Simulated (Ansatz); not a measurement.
# BSiH2 (quartet): from Hartree-Fock to the top rungs, 6-31G

Aim: climb from Hartree-Fock through coupled cluster and multireference methods for BSiH2 (quartet) at one geometry and basis, and see what each rung misses.

Method: 6-31G, core rule «outside noble gas», up to 6 orbitals frozen; program: Ansatz 0.2.0, Gaussian basis.

To be run: UHF; CCSD(T) on ROHF; CCSD(T) on UHF; BCCD(T) on ROHF; CISD; CCSDT(Q) on ROHF; CCSDT(Q) on UHF; CISDTQ; CASSCF and MRCISD+Q, 9 electrons in 10 orbitals; CASSCF and MRCISD+Q(relaxed), 9 electrons in 10 orbitals; CASSCF and NEVPT2, 9 electrons in 10 orbitals; Full CI.

13 further runs of the same task are left out: 4 that didn't finish, 9 set aside as unsound or not needed.

### Step 1. What is computed

The geometry is a PBE0/def2-TZVP stationary point (not a proven minimum).

4 atoms, charge 0, spin multiplicity 4.

Atoms are counted from 1 here; the program's logs count them from 0.

Bond lengths: Si1–B2 1.871 Å, Si1–H3 1.488 Å, Si1–H4 1.488 Å. Angles: B2–Si1–H3 125.4°, B2–Si1–H4 125.4°, H3–Si1–H4 109.2°.

### Step 2. UHF

Contents of in.yaml:

```yaml
crystal:
  periodic: [false, false, false]
  atoms:
    - {symbol: Si, position_ang: [0.000000, 0.000000, 0.451790]}
    - {symbol: B, position_ang: [0.000000, 0.000000, -1.418773]}
    - {symbol: H, position_ang: [0.000000, 1.212692, 1.314369]}
    - {symbol: H, position_ang: [0.000000, -1.212692, 1.314369]}
basis:
  gaussian: {orbitals: 6-31G}
magnetization: {spin_polarized: true, initial_magnetization: 3}
hamiltonian: {xc: hf}
output: {orbitals: {seedname: orbitals}}
```

Command:

```console
ansatz run in.yaml --threads 1 --pin off --events-out ev --progress --plain --max-ram 2393MiB
```

After this run come: CCSD(T) on ROHF; CCSD(T) on UHF; BCCD(T) on ROHF; CISD; CCSDT(Q) on ROHF; CCSDT(Q) on UHF; CISDTQ; CASSCF and MRCISD+Q, 9 electrons in 10 orbitals; CASSCF and MRCISD+Q(relaxed), 9 electrons in 10 orbitals; CASSCF and NEVPT2, 9 electrons in 10 orbitals; Full CI.

Q: Predict the results of all the runs planned. Wanted: FCI below the RHF energy; RMP2 from FCI; UMP2 from FCI; RCCSD from FCI; RCCSD(T) from FCI; UCCSD(T) from FCI; RCCSDT(Q) from FCI; UCCSDT(Q) from FCI; NEVPT2 valence from FCI.

The runs gave:

```
                          quantity                                                                                                                                   value
          FCI below the RHF energy                                                                                                                              -2.6026 eV
                     RMP2 from FCI                                                                                                                              +754.4 meV
                     UMP2 from FCI                                                                                                                              +756.6 meV
                    RCCSD from FCI                                                                                                                               +73.8 meV
                 RCCSD(T) from FCI                                                                                                                               +22.4 meV
                 UCCSD(T) from FCI                                                                                                                               +22.2 meV
                RCCSDT(Q) from FCI                                                                                                                                +0.9 meV
                UCCSDT(Q) from FCI                                                                                                                                +0.6 meV
           NEVPT2 valence from FCI                                                                                                                              +239.7 meV
         MRCISD+Q valence from FCI                                                                                                                               +11.6 meV
MRCISD+Q(relaxed) valence from FCI                                                                                                                                -0.6 meV
 levels within 1 kcal/mol (43 meV)  RCCSD(T), UCCSD(T), BCCD(T), RCCSDT, UCCSDT, CISDTQ, RCCSDT(Q), UCCSDT(Q), MRCISD valence, MRCISD+Q valence, MRCISD+Q(relaxed) valence
                     T1 diagnostic                                                                                                                                   0.020
    effectively unpaired electrons                                                                                                                                    3.03
```

What this shows: RCCSD(T) misses by +22.4 meV, 0.9 % of the correlation energy. One determinant dominates. Of the multireference levels listed MRCISD+Q(relaxed) valence comes nearest in total energy (-0.6 meV), which doesn't show that its space is the better one. These misses are within one basis, not against nature; the frozen cores of restricted and unrestricted runs differ, which can shift their rows.
